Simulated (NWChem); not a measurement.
All runs are NWChem calculations. System: C₂H₃N, charge -1, spin multiplicity 2, at the geometry of a parent with another charge or spin, in a state set for the comparison that need not be this species' ground state. Its SCF solution wasn't tested for a lower state.

Job file:

```
start mol
memory heap 200 mb stack 900 mb global 1100 mb
charge -1
geometry units angstroms nocenter noautoz
  C      0.009633    -1.174896     0.000000
  C     -0.002296     0.278262     0.000000
  N     -0.011758     1.435113     0.000000
  H     -0.502914    -1.559572     0.893205
  H     -0.502914    -1.559572    -0.893205
  H      1.044111    -1.546842     0.000000
  symmetry group Cs
end
basis spherical
  * library def2-tzvpd
end
dft
  xc xpbe96 cpbe96
  odft
  mult 2
  semidirect memsize 60000000 filesize 0
  iterations 100
end
task dft energy
```

The output up to the point where the run's verdict is printed (cleaned and shortened):

```
             Northwest Computational Chemistry Package (NWChem) 7.3.0
             --------------------------------------------------------

                                NWChem Input Module
                                -------------------

 Scaling coordinates for geometry "geometry" by  1.889725989
 (inverse scale =  0.529177249)

 Turning off AUTOSYM since
 SYMMETRY directive was detected!

                             Geometry "geometry" -> ""
                             -------------------------

 Output coordinates in angstroms (scale by  1.889725989 to convert to a.u.)

  No.       Tag          Charge          X              Y              Z
 ---- ---------------- ---------- -------------- -------------- --------------
    1 C                    6.0000     0.00963300    -1.17489600     0.00000000
    2 C                    6.0000    -0.00229600     0.27826200     0.00000000
    3 N                    7.0000    -0.01175800     1.43511300     0.00000000
    4 H                    1.0000    -0.50291400    -1.55957200     0.89320500
    5 H                    1.0000    -0.50291400    -1.55957200    -0.89320500
    6 H                    1.0000     1.04411100    -1.54684200     0.00000000

 Effective nuclear repulsion energy (a.u.)      58.4295767794

            Nuclear Dipole moment (a.u.)
            ----------------------------
        X                 Y               Z
 ---------------- ---------------- ----------------
    -0.0000018897     0.0000018897     0.0000000000

      Symmetry information
      --------------------

 Group name             Cs
 Group number              2
 Group order               2
 No. of unique centers     5

      Symmetry unique atoms

     1    2    3    4    6


 Summary of "ao basis" -> "" (spherical)
 ------------------------------------------------------------------------------
       Tag                 Description            Shells   Functions and Types
 ---------------- ------------------------------  ------  ---------------------
 *                         def2-tzvpd                 on all atoms

  pbe96 is a nonlocal functional; adding pw91lda local functional.
[...]
 d= 0,ls=0.5,diis    75   -132.5531206959 -8.38D-08  2.01D-04  2.56D-07    43.8
                                                     3.06D-07  1.63D-07
 d= 0,ls=0.5,diis    76   -132.5531207557 -5.97D-08  1.70D-04  2.24D-07    44.4
                                                     4.09D-07  1.46D-07
 d= 0,ls=0.5,diis    77   -132.5531207996 -4.39D-08  1.45D-04  2.05D-07    45.0
                                                     4.22D-07  1.38D-07
 d= 0,ls=0.5,diis    78   -132.5531208347 -3.52D-08  1.31D-04  1.90D-07    45.5
                                                     2.93D-07  1.31D-07
 d= 0,ls=0.5,diis    79   -132.5531208687 -3.40D-08  1.19D-04  1.71D-07    46.1
                                                     2.67D-07  1.20D-07
 d= 0,ls=0.5,diis    80   -132.5531208988 -3.02D-08  1.08D-04  1.53D-07    46.6
                                                     2.11D-07  1.08D-07
 d= 0,ls=0.5,diis    81   -132.5531209262 -2.73D-08  9.19D-05  1.35D-07    47.2
                                                     2.50D-07  9.61D-08
 d= 0,ls=0.5,diis    82   -132.5531209469 -2.07D-08  8.14D-05  1.23D-07    47.8
                                                     2.32D-07  8.83D-08
 d= 0,ls=0.5,diis    83   -132.5531209649 -1.80D-08  7.32D-05  1.13D-07    48.3
                                                     2.52D-07  8.20D-08
 d= 0,ls=0.5,diis    84   -132.5531209795 -1.46D-08  6.43D-05  1.04D-07    48.9
                                                     2.15D-07  7.70D-08
 d= 0,ls=0.5,diis    85   -132.5531209930 -1.34D-08  6.70D-05  9.62D-08    49.4
                                                     1.14D-07  7.14D-08
 d= 0,ls=0.5,diis    86   -132.5531210081 -1.52D-08  7.30D-05  8.38D-08    50.0
                                                     1.97D-07  6.21D-08
 d= 0,ls=0.5,diis    87   -132.5531210253 -1.72D-08  6.99D-05  6.81D-08    50.5
                                                     9.44D-08  4.95D-08
 d= 0,ls=0.5,diis    88   -132.5531210385 -1.32D-08  6.58D-05  5.72D-08    51.1
                                                     8.11D-08  4.11D-08
 d= 0,ls=0.5,diis    89   -132.5531210488 -1.03D-08  6.56D-05  4.92D-08    51.7
                                                     1.31D-07  3.52D-08
 d= 0,ls=0.5,diis    90   -132.5531210592 -1.04D-08  6.31D-05  4.04D-08    52.2
                                                     8.44D-08  2.84D-08
 d= 0,ls=0.5,diis    91   -132.5531210676 -8.49D-09  6.19D-05  3.35D-08    52.8
                                                     1.04D-07  2.33D-08
 d= 0,ls=0.5,diis    92   -132.5531210749 -7.22D-09  5.72D-05  2.77D-08    53.3
                                                     5.62D-08  1.90D-08
 d= 0,ls=0.5,diis    93   -132.5531210806 -5.77D-09  5.61D-05  2.34D-08    53.9
                                                     8.71D-08  1.59D-08
 d= 0,ls=0.5,diis    94   -132.5531210859 -5.27D-09  5.30D-05  1.91D-08    54.5
                                                     7.71D-08  1.29D-08
 d= 0,ls=0.5,diis    95   -132.5531210906 -4.65D-09  5.16D-05  1.53D-08    55.0
                                                     8.43D-08  1.01D-08
 d= 0,ls=0.5,diis    96   -132.5531210947 -4.11D-09  4.75D-05  1.19D-08    55.6
                                                     4.95D-08  7.69D-09
 d= 0,ls=0.5,diis    97   -132.5531210979 -3.26D-09  4.42D-05  9.42D-09    56.1
                                                     3.46D-08  5.96D-09
 d= 0,ls=0.5,diis    98   -132.5531211005 -2.60D-09  3.89D-05  7.56D-09    56.7
                                                     2.88D-08  4.72D-09
 d= 0,ls=0.5,diis    99   -132.5531211025 -1.93D-09  3.23D-05  6.31D-09    57.3
                                                     6.02D-08  3.96D-09
 d= 0,ls=0.5,diis   100   -132.5531211038 -1.32D-09  2.84D-05  5.68D-09    57.8
                                                     4.22D-08  3.68D-09
```

The run did not converge; its last values are not results. The next line reads: Calculation failed to converge. NWChem stopped with the message: dft energy failed.
